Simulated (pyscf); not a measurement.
Thermochemistry of product channels of hydrogen (H₂) + •O–OH on the doublet surface, in kcal/mol, from ωB97M-D3(BJ)/def2-TZVP energies (ideal gas, 1 atm, RRHO with modes under 100 cm⁻¹ raised to 100, one conformer, R ln 2 for rigid chiral ones). Structures and frequencies: ωB97X-D3(BJ)/def2-SVP in PySCF.

| products | ΔE | ΔH(298 K) | ΔG(298 K) | ΔG(600 K) |
|---|---|---|---|---|
| water (H₂O) + hydroxyl (OH•) | -50.4 | -46.9 | -47.5 | ___ |
| hydrogen peroxide (HO–OH) + H atom (H•) | ___ | +19.4 | +20.2 | +21.0 |

Task: Complete the blanks.

Result: 
- water (H₂O) + hydroxyl (OH•), ΔG(600 K): -48.0
- hydrogen peroxide (HO–OH) + H atom (H•), ΔE: +18.2

These are energies of the channels, which say nothing of barriers. Left out: orbital degeneracy and the spin-orbit lowering of OH.
